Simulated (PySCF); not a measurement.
# Ethane, 1,1-difluoro- (C₂H₄F₂): NMR shifts, spin-spin couplings and electronic excitations in gas and solvents, part 3 of 3

PySCF 2.14.0. Atoms count from 0. The steps go on from the part before.

### 12 Ultraviolet spectrum: PBE0/aug-cc-pVTZ

Job settings and geometry (Å):

```
{"job": {"kind": "uv", "xc": "PBE0", "basis": "aug-cc-pVTZ", "ip": false, "dynamic": true}, "charge": 0, "multiplicity": 1}
C     -0.547539    -0.019450    -0.562738
C      0.460274    -0.021757     0.544525
F      1.576868    -0.700264     0.164621
F      0.846308     1.250402     0.834087
H     -0.112631     0.448486    -1.446952
H     -0.837340    -1.043089    -0.801704
H     -1.432277     0.539993    -0.257368
H      0.100939    -0.475377     1.473989
```

With the program's defaults for keys left out, this is: TDDFT PBE0/aug-cc-pVTZ, vertical, gas phase, core orbitals frozen in the response.

Standard output:

```text
coarse grid: 6824 points
cycle   1  E = -278.0628948061  dE =  3.712e-01  |g| = 6.744e-01  |ddm| = 5.326e+00
cycle   2  E = -277.9956871394  dE =  6.721e-02  |g| = 9.794e-01  |ddm| = 1.734e+00
cycle   3  E = -278.1361708698  dE = -1.405e-01  |g| = 6.379e-02  |ddm| = 9.655e-01
cycle   4  E = -278.1368276876  dE = -6.568e-04  |g| = 2.760e-02  |ddm| = 1.360e-01
cycle   5  E = -278.1369902100  dE = -1.625e-04  |g| = 2.867e-03  |ddm| = 4.576e-02
cycle   6  E = -278.1369917017  dE = -1.492e-06  |g| = 4.366e-04  |ddm| = 4.586e-03
final grid: 67112 points
cycle   7  E = -278.1361634271  dE = -7.003e-05  |g| = 7.206e-03  |ddm| = 3.226e-01
cycle   8  E = -278.1361568070  dE =  6.620e-06  |g| = 9.744e-03  |ddm| = 2.308e-02
cycle   9  E = -278.1361732861  dE = -1.648e-05  |g| = 8.531e-04  |ddm| = 1.163e-02
cycle  10  E = -278.1361733910  dE = -1.049e-07  |g| = 2.660e-04  |ddm| = 1.513e-03
cycle  11  E = -278.1361734038  dE = -1.282e-08  |g| = 2.777e-05  |ddm| = 3.931e-04
cycle  12  E = -278.1361734039  dE = -1.189e-10  |g| = 1.066e-05  |ddm| = 5.983e-05
converged SCF energy = -278.1361734039

Static polarisability (au): isotropic 29.570, principal 28.327 29.447 30.937

Singlet excitations
state   eV       nm        f      main configurations
  1   8.5998    144.2   0.01348   H->L 0.94
  2   9.1425    135.6   0.07734   H->L+1 0.94
  3   9.4693    130.9   0.00815   H->L+2 0.94
  4   9.5778    129.4   0.01821   H->L+3 0.93
  5   9.9786    124.3   0.01768   H-1->L 0.92
  6  10.0591    123.3   0.00027   H->L+5 0.83
  7  10.0993    122.8   0.04616   H-2->L 0.91
  8  10.1886    121.7   0.00386   H->L+4 0.81
  9  10.4588    118.5   0.01169   H->L+6 0.94
 10  10.5472    117.6   0.04089   H-1->L+1 0.68, H-3->L 0.26

Triplet excitations (Tamm-Dancoff, eV): 8.3832 8.9604 9.3955 9.4957
```

Wall time 26 s (1 thread of Arm Neoverse V1, shared host); peak memory 1 GiB.

The orbitals next to the gap, with their largest atomic shares:

| orbital | eV | atoms |
| --- | --- | --- |
| HOMO−3 | -11.71 | F2 35 %, F3 34 %, C0 12 % |
| HOMO−2 | -11.25 | C0 30 %, F3 16 %, F2 15 % |
| HOMO−1 | -11.12 | F2 29 %, F3 29 %, C0 19 % |
| HOMO | -9.70 | C1 26 %, F2 22 %, F3 22 % |
| LUMO | -0.06 | H6 26 %, H5 26 %, H7 23 % |
| LUMO+1 | 0.43 | H7 30 %, C0 22 %, H4 21 % |
| LUMO+2 | 0.71 | C0 29 %, H5 24 %, H6 24 % |

With each of the 10 states as a Gaussian band of 0.4 eV half-width at 1/e, the curve within the window shown has maxima at 135 nm (ε 3,700), 121 nm (ε 3,600) L/(mol cm). Beyond the last state computed it falls off for lack of states. The curve at chosen wavelengths:

nm, ε (L/mol/cm) and a bar:
```
      114       1201 #########
      116       2235 ##################
      117       2705 ######################
      119       3363 ############################
      120       3540 #############################
      122       3587 #############################
      124       3246 ###########################
      125       2997 ########################
      127       2603 #####################
      128       2548 #####################
      130       2786 #######################
      132       3289 ###########################
      133       3512 #############################
      135       3653 ##############################
      136       3528 #############################
      138       2948 ########################
      140       2183 ##################
      141       1824 ###############
      143       1241 ##########
      144       1021 ########
      146        689 #####
      148        450 ###
      149        355 ##
      151        207 #
      152        152 #
      154         76
```

Further results of this job:

| property | computed | measured |
| --- | --- | --- |
| dipole moment (D) | 2.24 | 2.26 |
| polarisability (Å³) | 4.38 | – |
| HOMO–LUMO gap (eV) | 9.64 | – |
| −ε(HOMO) (eV) | 9.70 | – |
| C6 with itself (au) | 452 | – |

Measured: gas; NIST CCCBDB Release 22 (SRD 101), experimental dipoles.

### 13 Ultraviolet spectrum: CAM-B3LYP/aug-cc-pVTZ

The job, as its differences from that of step 12:

```diff
@@ -1,2 +1,2 @@
-{"job": {"kind": "uv", "xc": "PBE0", "basis": "aug-cc-pVTZ", "ip": false, "dynamic": true}, "charge": 0, "multiplicity": 1}
+{"job": {"kind": "uv", "xc": "CAM-B3LYP", "basis": "aug-cc-pVTZ", "ip": false, "dynamic": false}, "charge": 0, "multiplicity": 1}
 C     -0.547539    -0.019450    -0.562738
```

With the program's defaults for keys left out, this is: TDDFT CAM-B3LYP/aug-cc-pVTZ, vertical, gas phase, core orbitals frozen in the response.

Standard output:

```text
coarse grid: 6824 points
cycle   1  E = -278.2495941966  dE =  4.240e-01  |g| = 7.384e-01  |ddm| = 5.406e+00
cycle   2  E = -278.2109932363  dE =  3.860e-02  |g| = 9.606e-01  |ddm| = 1.753e+00
cycle   3  E = -278.3386933371  dE = -1.277e-01  |g| = 5.221e-02  |ddm| = 9.250e-01
cycle   4  E = -278.3390960612  dE = -4.027e-04  |g| = 2.249e-02  |ddm| = 1.058e-01
cycle   5  E = -278.3391963156  dE = -1.003e-04  |g| = 3.468e-03  |ddm| = 3.934e-02
cycle   6  E = -278.3391990754  dE = -2.760e-06  |g| = 3.596e-04  |ddm| = 6.427e-03
final grid: 67112 points
cycle   7  E = -278.3367471654  dE = -5.134e-05  |g| = 5.855e-03  |ddm| = 1.935e-01
cycle   8  E = -278.3367451398  dE =  2.026e-06  |g| = 7.110e-03  |ddm| = 1.828e-02
cycle   9  E = -278.3367523230  dE = -7.183e-06  |g| = 3.986e-04  |ddm| = 7.324e-03
cycle  10  E = -278.3367523426  dE = -1.959e-08  |g| = 1.931e-04  |ddm| = 1.009e-03
cycle  11  E = -278.3367523503  dE = -7.763e-09  |g| = 1.611e-05  |ddm| = 3.571e-04
cycle  12  E = -278.3367523504  dE = -5.207e-11  |g| = 4.707e-06  |ddm| = 3.871e-05
converged SCF energy = -278.3367523504

Static polarisability (au): isotropic 29.507, principal 28.316 29.473 30.731

Singlet excitations
state   eV       nm        f      main configurations
  1   8.8360    140.3   0.01501   H->L 0.78, H->L+1 0.09
  2   9.4965    130.6   0.08365   H->L+1 0.78, H->L 0.11
  3   9.7203    127.6   0.00462   H->L+2 0.69, H->L+5 0.20
  4   9.8451    125.9   0.02141   H->L+3 0.69, H->L+4 0.20
  5  10.1926    121.6   0.02890   H-1->L 0.82
  6  10.2988    120.4   0.06489   H-2->L 0.84
  7  10.3227    120.1   0.00320   H->L+5 0.56, H->L+2 0.20, H->L+14 0.15
  8  10.5075    118.0   0.00142   H->L+4 0.50, H->L+3 0.21, H->L+6 0.14
  9  10.7406    115.4   0.06589   H-1->L+1 0.35, H-3->L 0.34
 10  10.7897    114.9   0.01613   H->L+6 0.75, H->L+4 0.13

Triplet excitations (Tamm-Dancoff, eV): 8.6145 9.3327 9.5876 9.7350
```

Run time: 27 s. Hardware: 1 thread of Arm Neoverse V1, shared host; peak memory 1 GiB.

This run: HOMO -11.26 eV, LUMO 0.23 eV; lowest singlet 8.84 eV.

### 14 Excited states and response: wB97X-D/aug-cc-pVTZ

The job, as its differences from that of step 13:

```diff
@@ -1,2 +1,2 @@
-{"job": {"kind": "uv", "xc": "CAM-B3LYP", "basis": "aug-cc-pVTZ", "ip": false, "dynamic": false}, "charge": 0, "multiplicity": 1}
+{"job": {"kind": "uv", "xc": "wB97X-D", "basis": "aug-cc-pVTZ", "ip": true, "dynamic": false}, "charge": 0, "multiplicity": 1}
 C     -0.547539    -0.019450    -0.562738
```

Method: TDDFT wB97X-D/aug-cc-pVTZ, vertical, gas phase, core orbitals frozen in the response.

Standard output:

```text
coarse grid: 6824 points
cycle   1  E = -278.2481751421  dE =  4.379e-01  |g| = 7.443e-01  |ddm| = 5.643e+00
cycle   2  E = -278.2335407488  dE =  1.463e-02  |g| = 8.840e-01  |ddm| = 1.926e+00
cycle   3  E = -278.3408105375  dE = -1.073e-01  |g| = 4.502e-02  |ddm| = 8.494e-01
cycle   4  E = -278.3411364043  dE = -3.259e-04  |g| = 1.908e-02  |ddm| = 1.210e-01
cycle   5  E = -278.3412102772  dE = -7.387e-05  |g| = 3.337e-03  |ddm| = 5.304e-02
cycle   6  E = -278.3412130319  dE = -2.755e-06  |g| = 4.417e-04  |ddm| = 8.900e-03
final grid: 67112 points
cycle   7  E = -278.3419830348  dE = -1.582e-04  |g| = 1.040e-02  |ddm| = 2.976e-01
cycle   8  E = -278.3419808619  dE =  2.173e-06  |g| = 1.134e-02  |ddm| = 3.008e-02
cycle   9  E = -278.3419972904  dE = -1.643e-05  |g| = 5.577e-04  |ddm| = 1.123e-02
cycle  10  E = -278.3419973414  dE = -5.092e-08  |g| = 2.715e-04  |ddm| = 2.009e-03
cycle  11  E = -278.3419973566  dE = -1.526e-08  |g| = 2.630e-05  |ddm| = 5.159e-04
cycle  12  E = -278.3419973569  dE = -2.823e-10  |g| = 7.275e-06  |ddm| = 1.262e-04
converged SCF energy = -278.3419973569

Static polarisability (au): isotropic 29.483, principal 28.322 29.424 30.705

Singlet excitations
state   eV       nm        f      main configurations
  1   8.9174    139.0   0.01505   H->L 0.73, H->L+8 0.09, H->L+1 0.09
  2   9.5330    130.1   0.07528   H->L+1 0.74, H->L 0.11
  3   9.7497    127.2   0.00482   H->L+2 0.71, H->L+6 0.17
  4   9.8826    125.5   0.01678   H->L+3 0.65, H->L+4 0.20
  5  10.2840    120.6   0.03060   H-1->L 0.73
  6  10.3735    119.5   0.05817   H-2->L 0.74
  7  10.3826    119.4   0.00068   H->L+6 0.53, H->L+14 0.19, H->L+2 0.15
  8  10.5330    117.7   0.00562   H->L+4 0.41, H->L+3 0.21, H->L+5 0.16
  9  10.7879    114.9   0.06075   H-1->L+1 0.31, H-3->L 0.30, H-1->L+3 0.09
 10  10.8326    114.5   0.01689   H->L+5 0.67, H->L+4 0.15

Triplet excitations (Tamm-Dancoff, eV): 8.7221 9.3739 9.6628 9.7902
Vertical ionisation energy (delta-SCF) = 12.3790 eV
```

Run time: 45 s. Hardware: 1 thread of Arm Neoverse V1, shared host; peak memory 1.1 GiB.

Key values: HOMO -11.64 eV, LUMO 0.84 eV; lowest singlet 8.92 eV.

### 15 Run by run: NMR shifts

Shifts (ppm), means over like atoms, with basis size and wall time:

| run | C1 | C0 | H7 | H4 | F2 | functions | time |
| --- | --- | --- | --- | --- | --- | --- | --- |
| PBE0/pcSseg-2 | 124.5 | 22.7 | 6.04 | 1.41 | -124.8 | 200 | 11 s |
| KT3/pcSseg-2 | 123.7 | 22.5 | 6.25 | 1.40 | -138.5 | 200 | 15 s |
| wB97X-D/pcSseg-2 | 124.4 | 23.2 | 5.98 | 1.44 | -119.1 | 200 | 13 s |
| B97-2/pcSseg-2 | 123.4 | 22.7 | 6.05 | 1.42 | -124.9 | 200 | 9.8 s |
| WP04/pcSseg-2 in chloroform | 130.8 | 23.7 | 6.17 | 1.62 | -128.1 | 200 | 10 s |
| wB97X-D/pcSseg-2 in chloroform | 126.4 | 23.4 | 6.15 | 1.53 | -121.6 | 200 | 13 s |

### 16 Run by run: spin-spin couplings

Couplings (Hz), each a mean over the pairs like the one named, with basis size and wall time:

| run | C1–F2 | F2–F3 | C1–H7 | C0–H4 | F2–H7 | C0–C1 | C0–F2 | functions | time |
| --- | --- | --- | --- | --- | --- | --- | --- | --- | --- |
| B3LYP/pcJ-2 | -302.5 | 242.7 | 187.2 | 133.5 | 65.2 | 46.1 | 22.8 | 300 | 32 s |
| PBE0/pcJ-2 | -293.1 | 257.6 | 177.3 | 125.0 | 61.5 | 43.9 | 22.8 | 300 | 33 s |
| B97-2/pcJ-2 | -290.8 | 227.1 | 170.7 | 120.0 | 56.8 | 43.5 | 21.2 | 300 | 32 s |
| measured size | 233.5 | – | 187.9 | 127.9 | – | – | 22.5 | – | – |

Measured: solution; Gryff-Keller and Szczecinski, RSC Adv. 2016, 6, 82783.

### 17 Comparing the runs: electronic excitations

Excitations and ground-state properties, with basis size and wall time:

| run | lowest singlet (eV) | brightest (eV) | f | gap (eV) | α (Å³) | μ (D) | functions | time |
| --- | --- | --- | --- | --- | --- | --- | --- | --- |
| PBE0/aug-cc-pVTZ | 8.60 | 9.14 | 0.077 | 9.64 | 4.38 | 2.24 | 276 | 26 s |
| CAM-B3LYP/aug-cc-pVTZ | 8.84 | 9.50 | 0.084 | 11.49 | 4.37 | 2.32 | 276 | 27 s |
| wB97X-D/aug-cc-pVTZ | 8.92 | 9.53 | 0.075 | 12.48 | 4.37 | 2.25 | 276 | 45 s |

Measured dipole: 2.26 D (gas; NIST CCCBDB Release 22 (SRD 101), experimental dipoles).

### 18 Results

The summary covers parts 1 to 3.

```
                                                                 quantity                        value
                                                              point group                           Cs
                                     rotational constants (main isotopes)         9.54, 9.03, 5.20 GHz
                                   13C shifts against TMS (PBE0/pcSseg-2)              124.5, 22.7 ppm
   1H shifts against TMS (PBE0/pcSseg-2, means over atoms taken as alike)               6.04, 1.41 ppm
19F shifts against CFCl3 (PBE0/pcSseg-2, means over atoms taken as alike)                   -124.8 ppm
                                 measured, and computed on the same scale        F2 σ 306.0, 299.1 ppm
                              largest coupling of the table (B3LYP/pcJ-2)     1J(C,F) C1–F2, -302.5 Hz
                                        lowest singlet (PBE0/aug-cc-pVTZ)  8.60 eV (144 nm), f = 0.013
                                 brightest single state of those computed  state 2, 9.14 eV, f = 0.077
                                                           lowest triplet                      8.38 eV
                         range of the shift of F2 (wB97X-D/pcSseg-2 runs)         -121.6 to -119.1 ppm
                                  range of J(C1,F2), mean over like pairs          -302.5 to -290.8 Hz
                                              range of the lowest singlet              8.60 to 8.92 eV
```

**Reading.** The optimisation took 8 steps and gained 0.056 eV; among the close pairs (by a distance rule), C0–H5 changed most, from 1.060 to 1.090 Å. No frequency check was run at this level, so the end point may be a saddle. The one measured 19F shielding is missed by -6.9 ppm (computed less measured, unscaled). Vibration and temperature are missing from the calculation, so part of the miss against the measured shifts is not the functional's. Density functionals describe couplings to fluorine poorly, F–F couplings above all, so those rows are rough. The 5 measured couplings differ from the computed sizes by 15.3 Hz on average; vibrational averaging and surroundings are not included. The coupling C1–F2, as a mean over pairs of its kind, runs from -302.5 Hz (B3LYP/pcJ-2) to -290.8 Hz (B97-2/pcJ-2). The lowest singlet runs from 8.60 eV (PBE0/aug-cc-pVTZ) to 8.92 eV (wB97X-D/aug-cc-pVTZ), while the orbital gap spans 9.64 to 12.48 eV: the excitation energy moves far less from run to run than the orbital gap does. The lowest state need not be the same one in every run. One molecule ranks no method: errors cancel, and vibration and temperature are missing from all runs.
